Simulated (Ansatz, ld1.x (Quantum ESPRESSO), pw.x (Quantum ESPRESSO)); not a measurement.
boron: one change to the TM potential, in the atom and in the diamond crystal

```
Element                 : boron
Generator               : ld1.x (Quantum ESPRESSO) 7.5
Type                    : norm-conserving Troullier–Martins (Kleinman–Bylander form)
Functional              : LDA (PW92)
Relativity              : scalar-relativistic
Frozen core             : [He]
Valence charge          : 3
Reference configuration : 2s2 2p1
Partial waves           : 2s (bound): rc 1.05 bohr; 2p (bound): rc 3.90 bohr; 3d channel at -0.05 Ry: rc 4.05 bohr
Local potential         : the d channel
Core correction         : none
```

Change: all radii scaled by about 1.33 (s 1.40, p 5.18, d 5.38 bohr).

Cutoffs, loose and tight: the cutoffs (Ry, on a coarse ladder) from which the occupation-weighted sum of valence levels, in a spherical-Bessel basis at the reference potential, stays within 10 and 1 mRy of its value at 400 Ry. They do not see the model core or the augmentation charge, which bear on the density cutoff. Test errors are all-electron minus pseudo excitation energies from the reference, over the configurations 2s2 2p0; 2s1 2p0; 2s2 2p0.5; 2s0 2p3; 2s1 2p2; 2s2 2p1.3; 2s1 2p1 (two spin-polarised tests are not counted in the largest error); variants that change the core or the reference have their own tests.

Crystal test: diamond B in pw.x 7.5, no spin, 11³ k-points, Fermi–Dirac smearing 0.01 Ry, cutoffs set for each file from its atomic test. The reference is all-electron LAPW (Ansatz 0.2.0) with the same functional, mesh and smearing; V0 and B0 come from Birch–Murnaghan fits to the pressures at five volumes. Errors are pseudo minus all-electron; Δ is the rms difference of the E(V) curves that follow from these fits, minima aligned, over ±6 % about the mean V0. Mesh and smearing are coarse, so the numbers serve the comparison and aren't converged zero-temperature values; the lattice is a test structure that the element need not adopt.

All-electron: a0 = 4.003 Å (V0 = 8.02 Å³/atom), B0 = 189.6 GPa.

Problem. Does the change bring the crystal closer to the all-electron result?

Solution. The mean pressure error goes from -69.04 to -98.00 GPa, so the change moves the solid further from the all-electron pressures. Neither pressure curve crosses zero within the volumes sampled, so no fits are given.

```csv
quantity,base,changed
outcome (atom),generated,generated
"cutoff, loose (atom)",45 Ry,21 Ry
"cutoff, tight (atom)",110 Ry,50 Ry
bound ghosts (atom),none,none
largest test error (meV) (atom),+685 over the solved tests; 1 of 9 tests not solved or not reliable,+1323 over the solved tests; 1 of 9 tests not solved or not reliable
cutoffs in pw.x (Ry),135/540,60/240
mean pressure error (GPa),-69.04,-98.00
```

Base: The largest radius (4.05 bohr) exceeds half the bond length (1.64 bohr), so the spheres overlap, which is one possible source of error among others. This is a poor potential for the solid. Atomic configuration tests: 1 of 9 tests not solved or not reliable. Changed file: The largest radius (5.38 bohr) exceeds half the bond length (1.64 bohr), so the spheres overlap, which is one possible source of error among others. This is a poor potential for the solid. Atomic configuration tests: 1 of 9 tests not solved or not reliable. The atomic cutoffs weigh occupied waves only.
